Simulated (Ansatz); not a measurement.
`C=C(C)C=O` + H₂ → propene + `C=O` at 298.15 K and 1 bar (hydrogenolysis of a C–C bond).

Calculated with Ansatz (gas phase, PBE0-D4/def2-TZVP geometries, no zero-point term in ΔE). CBS: MP2 limit from def2 TZ/QZ plus the TZ coupled-cluster correction, frozen cores. This one scheme is used for every species. One conformer a species, not always the lowest.

| species | CCSD(T)/CBS energy (Eh) | H − E (kJ/mol) | S (J/(mol·K)) |
| --- | --- | --- | --- |
| `C=C(C)C=O` | -230.96479 | 252.9 | 310.4 |
| H₂ | -1.17544 | 35.1 | 130.4 |
| `C=CC` | -117.74610 | 222.5 | 264.5 |
| `C=O` | -114.39408 | 80.1 | 218.6 |

H − E and S are ideal-gas, rigid-rotor, harmonic terms from PBE0-D4/def2-TZVP, for one conformer and one mirror image of each species. The MP2-based limit puts H₂ 0.8 mEh under its directly extrapolated value; such offsets cancel only in part. 1 Eh = 2625.50 kJ/mol, R = 8.31446 J/(mol·K).

Task: By hand: ΔE, ΔH, ΔS and ΔG.

Result: ΔE = (-117.74610) + (-114.39408) − (-230.96479) − (-1.17544) = 0.00005 Eh = 0.1 kJ/mol. Δ(H − E) = 222.5 + 80.1 − 252.9 − 35.1 = 14.6, so ΔH = 14.7 kJ/mol. ΔS = 264.5 + 218.6 − 310.4 − 130.4 = 42.3 J/(mol·K). ΔG = 14.7 − 298.15 × (42.3)/1000 = 2.1 kJ/mol.

Task: By hand: the equilibrium constant, and the temperature at which ΔG would vanish if ΔH and ΔS stayed fixed.

Result: log₁₀ K = −ΔG/(RT ln 10) = -0.4. ΔG = 0 at ΔH/ΔS = 348 K.

TΔS isn't small against ΔH here. The sign of ΔG lies within the doubt. A doubt of 5 kJ/mol in ΔE shifts log₁₀ K by 0.9 here. Other conformers and mirror images would add mixing entropy, several J/(mol·K) or more a flexible species. These are equilibria of isolated gas molecules and say nothing of rates. Largest T1 diagnostic: 0.015 (customary marks: 0.02 for closed shells, 0.045 for open ones).
